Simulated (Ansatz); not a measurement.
# C₂F (sextet): the correlation ladder, def2-TZVPP

An exercise on one series of results from a longer session: the logs are not shown, and one member is left open.

Program: Ansatz 0.2.0, Gaussian basis. Level of theory: def2-TZVPP, core rule «outside noble gas», up to 3 orbitals frozen. These are calculated values, not measurements.

To be run: UHF; ROHF; CCSD(T) on UHF.

## The system

The geometry is a PBE0/def2-TZVP stationary point (not a proven minimum) of the parent state, kept for this charge and spin.

3 atoms, charge 0, spin multiplicity 6.

Atoms are counted from 1 here; the program's logs count them from 0.

Bond lengths: C1–C2 1.444 Å, C2–F3 1.292 Å. Angles: C1–C2–F3 117.8°.

The first run:

in.yaml reads:

```yaml
crystal:
  periodic: [false, false, false]
  atoms:
    - {symbol: C, position_ang: [0.000000, -0.230648, 1.382426]}
    - {symbol: C, position_ang: [0.000000, 0.503978, 0.138719]}
    - {symbol: F, position_ang: [0.000000, -0.172798, -0.961661]}
basis:
  gaussian: {orbitals: def2-TZVPP}
magnetization: {spin_polarized: true, initial_magnetization: 5}
hamiltonian: {xc: hf}
output: {orbitals: {seedname: orbitals}}
```

Run with:

```sh
> ansatz run in.yaml --threads 1 --pin off --events-out ev --progress --plain --max-ram 4096MiB --backend cpu
```

Among the steps run: UHF; ROHF; CCSD(T) on UHF.

One table of the session follows, with a row left open; its other results are not shown here.

```
  method  from UCCSD(T) (meV)
    ROHF                    ?
     UHF             +11825.1
    UMP2               +934.6
   UCCSD               +370.2
UCCSD(T)                    0
```

**Question.** Estimate the row for ROHF.

**Answer.** from UCCSD(T) (meV): +11950.1. In the column «from UCCSD(T) (meV)» it is the highest.
